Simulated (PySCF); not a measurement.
**CH₂Cl₂F−, an ion with solvent molecules: interaction energy**

An exercise on one series of results from a longer session: the logs are not shown, and one member is left open.

Programs: PySCF 2.14.0. All values are calculated, for the isolated system unless a continuum is named. Atoms count from 0, parts from 1.

## The system as given

6 atoms, charge -1, multiplicity 1; geometry: GFN2-xTB. Parts: 1 = atom 0, `[F-]`, charge -1; 2 = atoms 1–5, `ClCCl`, charge 0.

The first run:

Job settings and geometry (Å):

```
{"job": {"xc": "PBE0", "basis": "def2-SVPD", "d3": "d3bj", "grid": 2, "kind": "geom"}, "charge": -1, "multiplicity": 1, "parts": [{"atoms": "0-0", "charge": -1, "multiplicity": 1}, {"atoms": "1-5", "charge": 0, "multiplicity": 1}]}
F      0.172923     0.358630     0.752970
Cl    -2.843550    -1.662070     1.606406
C     -1.723135    -0.505363     2.351655
Cl    -1.141334    -1.168497     3.890093
H     -0.829680    -0.213630     1.622993
H     -2.314859     0.377533     2.601458
```

Started as:

```console
OMP_NUM_THREADS=1 python cluster_run.py task.json out
```

One launch serves the whole session: the jobs run in the order shown.

Steps of the session up to this table: Geometry optimisation at PBE0-D3(BJ)/def2-SVPD; Coupled-cluster interaction energy: CCSD(T) and MP2.

One of the session's tables, all rows but one given; the rest of the session is left out.

It belongs to the step «Coupled-cluster interaction energy: CCSD(T) and MP2». 

| method | interaction energy (kcal/mol) |
| --- | --- |
| HF/aug-cc-pVDZ | -27.19 |
| MP2/aug-cc-pVDZ | -27.48 |
| CCSD/aug-cc-pVDZ | -26.88 |
| CCSD(T)/aug-cc-pVDZ | ? |
| HF/aug-cc-pVTZ | -27.45 |
| MP2/aug-cc-pVTZ | -29.33 |
| SCS-MP2/aug-cc-pVTZ | -27.52 |
| MP2, extrapolated | -29.99 |
| CCSD(T), limit estimate | -29.76 |

**Question.** Estimate the row for CCSD(T)/aug-cc-pVDZ.

The run gave: interaction energy (kcal/mol): -27.25. In the column «interaction energy (kcal/mol)» it lies between HF/aug-cc-pVTZ (-27.45) and HF/aug-cc-pVDZ (-27.19).

To keep in mind: The interaction energy leaves out the deformation of the parts, 5.88 kcal/mol (MP2); added to the CCSD(T) estimate it gives a binding of about -23.88 kcal/mol.
